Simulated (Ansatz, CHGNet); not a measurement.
For 2H WS2, the machine-learned potential CHGNet 0.3.0 (trained on PBE and PBE+U data) gives:

```
Property                Value
-------------------  --------
lattice parameter a   3.186 Å
lattice parameter c  17.573 Å
```

What does PBE0-D4 in Ansatz (plane waves, PAW) give for the same quantities?


- lattice constant a: 3.129 Å (shrinks by 1.8 %)
- lattice parameter c: 12.155 Å (drops by 31 %)

For comparison: lattice constant a 3.153 Å (measured, 300 K, not corrected to a static lattice; as tabulated in arXiv:1605.07067); lattice parameter c 12.323 Å (measured, 300 K, not corrected to a static lattice; as tabulated in arXiv:1605.07067).

Changes are worked out from the printed values.

Unless a cell is named, each level is at its own relaxed cell (CHGNet 0.3.0 25.74, PBE0-D4 17.18 Å³/atom).

Levels without +SOC leave out spin–orbit coupling, which shifts energies and cells of such heavy elements.

Caveats: the cell has another shape than the first-principles one, perhaps another minimum in the same group (CHGNet 0.3.0); the cell moved over 20 % in volume from its start (CHGNet 0.3.0). Ansatz's density-functional and Hartree–Fock values are scalar-relativistic unless marked +SOC, with PAW data made under PBE.

Ansatz is a first-principles code.
